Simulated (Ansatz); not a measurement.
# CH₃O₃S radical: a ladder of functionals and wavefunction methods

How much do the methods differ for CH₃O₃S radical? The plan is to run it at one geometry with functionals of several rungs and with coupled cluster. The yardstick is the atomisation energy at the CCSD(T) limit.

Program: Ansatz 0.2.0, Gaussian basis. Level of theory: functionals in def2-TZVPP, the program's frozen cores in correlated methods. These are calculated values, not measurements.

Levels to be run: LDA (SPW92), PBE-D4, revPBE-D4, BLYP-D4, r2SCAN-D4, B97M-V, PBE0-D4, B3LYP-D4, r2SCANh-D4, r2SCAN0-D4, HSE06-D4, BHLYP-D4, CAM-B3LYP-D4, LC-ωPBE, ωB97X-V, ωB97M-V, B2PLYP, PBE-QIDH; CCSD(T)/def2-SVP; CCSD(T)/def2-TZVPP; MP2/def2-QZVPP; extrapolation to the limit; RPA on PBE.

## Step 1: The relaxed structure

The geometry comes from an earlier relaxation with PBE0-D4 in a triple-zeta def2 set; it is a stationary point, not always the lowest conformer.

SMILES `[CH2]S(=O)(=O)O`, 8 atoms, charge 0, spin multiplicity 2.

Atoms are counted from 1 here; the program's logs count them from 0.

Bond lengths: C1–S2 1.718 Å, C1–H6 1.080 Å, C1–H7 1.081 Å, S2–O3 1.423 Å, S2–O4 1.428 Å, S2–O5 1.593 Å, O5–H8 0.967 Å. Angles: S2–C1–H6 118.0°, S2–C1–H7 118.6°, H6–C1–H7 122.9°, C1–S2–O3 108.6°, C1–S2–O4 108.8°, C1–S2–O5 102.4°, O3–S2–O4 122.0°, O3–S2–O5 105.3°, O4–S2–O5 107.9°, S2–O5–H8 108.4°.

## Step 2: LDA

This LDA is Slater exchange with PW92 correlation.

in.yaml reads:

```yaml
crystal:
  periodic: [false, false, false]
  atoms:
    - {symbol: C, position_ang: [0.840597, 0.685670, 0.514354]}
    - {symbol: S, position_ang: [-0.138395, -0.192722, -0.591518]}
    - {symbol: O, position_ang: [-0.518179, 0.678217, -1.650415]}
    - {symbol: O, position_ang: [0.467428, -1.462448, -0.836037]}
    - {symbol: O, position_ang: [-1.469444, -0.438032, 0.248544]}
    - {symbol: H, position_ang: [1.871553, 0.384015, 0.628848]}
    - {symbol: H, position_ang: [0.442099, 1.590001, 0.952154]}
    - {symbol: H, position_ang: [-1.403460, -1.301702, 0.678269]}
basis:
  gaussian: {orbitals: def2-TZVPP}
magnetization: {spin_polarized: true, initial_magnetization: 1}
hamiltonian: {xc: lda}
output: {orbitals: {seedname: orbitals}}
```

Command:

```bash
$ ansatz run in.yaml --threads 4 --pin off --events-out ev --progress --plain --max-ram 10444MiB
```

The runs that follow: PBE-D4 (GGA); revPBE-D4 (GGA); BLYP-D4 (GGA); r2SCAN-D4 (meta-GGA); B97M-V (meta-GGA); PBE0-D4 (hybrid); B3LYP-D4 (hybrid); r2SCANh-D4 (hybrid); r2SCAN0-D4 (hybrid); HSE06-D4 (hybrid); BHLYP-D4 (hybrid); CAM-B3LYP-D4 (range-separated); LC-ωPBE (range-separated); ωB97X-V (range-separated); ωB97M-V (range-separated); B2PLYP (double hybrid); PBE-QIDH (double hybrid); CCSD(T) in def2-SVP; CCSD(T) in def2-TZVPP; MP2 in def2-QZVPP; RPA on PBE orbitals.

Q: Predict the results of all the runs planned. Wanted: atomisation energy, CCSD(T)/CBS; farthest beyond LDA; mean size of error, GGA; mean size of error, meta-GGA; mean size of error, hybrid; mean size of error, range-separated; mean size of error, double hybrid; gap, smallest and largest; T1 diagnostic.

The runs gave:

```
                               quantity                                                                           value
        atomisation energy, CCSD(T)/CBS                                                                  675.0 kcal/mol
functionals within 3.4 kcal/mol (0.5 %)  B97M-V, PBE0-D4, r2SCANh-D4, HSE06-D4, CAM-B3LYP-D4, LC-ωPBE, ωB97X-V, ωB97M-V
                    farthest beyond LDA                                                       BHLYP-D4 (-49.8 kcal/mol)
                mean size of error, GGA                                                                   14.9 kcal/mol
           mean size of error, meta-GGA                                                                    7.4 kcal/mol
             mean size of error, hybrid                                                                   12.8 kcal/mol
    mean size of error, range-separated                                                                    0.7 kcal/mol
      mean size of error, double hybrid                                                                   11.0 kcal/mol
              gap, smallest and largest                                       1.37 eV (LDA (SPW92)), 10.11 eV (LC-ωPBE)
                          T1 diagnostic                                                                          0.0179
triples share of the correlation energy                                                                           4.1 %
```

What this shows: The LDA atomisation energy is off by 154.1 kcal/mol (23 %): it overbinds. PBE-D4 misses by +33.5 kcal/mol. Double hybrids carry the basis error of their MP2 part in triple zeta, and no dispersion term here, so their miss is partly the set-up's. By mean error the best rung here is range-separated (0.7 kcal/mol) and the worst beyond LDA is GGA (14.9 kcal/mol). hybrid functionals lie within the reference's doubt of that worst mean (12.8 kcal/mol), so those two tie. The reference freezes the cores and leaves out relativity and excitations past (T), so misses under about 3.4 kcal/mol can't be ranked. Hartree-Fock recovers 60 % of the binding; the rest is correlation. CCSD(T) in def2-SVP is off by -104.3 kcal/mol, so the small basis spoils what the method gains. The gap grows from 1.4 to 10.1 eV across the functionals, mostly with the share of exact exchange.
